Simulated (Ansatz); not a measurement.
Stepwise reaction of `OBO` with hydrogen sulfide, as a gas-phase model of exchange steps in deposition or etching. ΔE in kJ/mol.

Isolated molecules relaxed with PBE0-D4/def2-TZVP in Ansatz; ΔE leaves out vibrations. CBS: MP2 limit from def2 TZ/QZ plus the TZ coupled-cluster correction, frozen cores. This one scheme is used for every species. DFT in def2-TZVPP. B3LYP here is the variant with VWN-RPA as its local correlation; programs differ in this. One conformer a species, not always the lowest.

```
step                   reaction  PBE-D4  B3LYP-D4  ωB97M-V  CCSD(T)/CBS
   1  `OBO` + H₂S → `OBS` + H₂O    57.8      68.3     68.7         62.5
   2  `OBS` + H₂S → `SBS` + H₂O    37.0      46.7     48.0         40.7
```

(1) By hand: ΔE of the 2 steps together at CCSD(T)/CBS.

## Answers

(1) (62.5) + (40.7) = 103.2 kJ/mol, or 51.6 kJ/mol a step.

In ΔE each step is lower than the one before. All are uphill at CCSD(T)/CBS. PBE-D4 differs from CCSD(T)/CBS by -4.7 to -3.7 kJ/mol a step. Isolated molecules leave out the surface, adducts and barriers. Largest T1 diagnostic: 0.014.
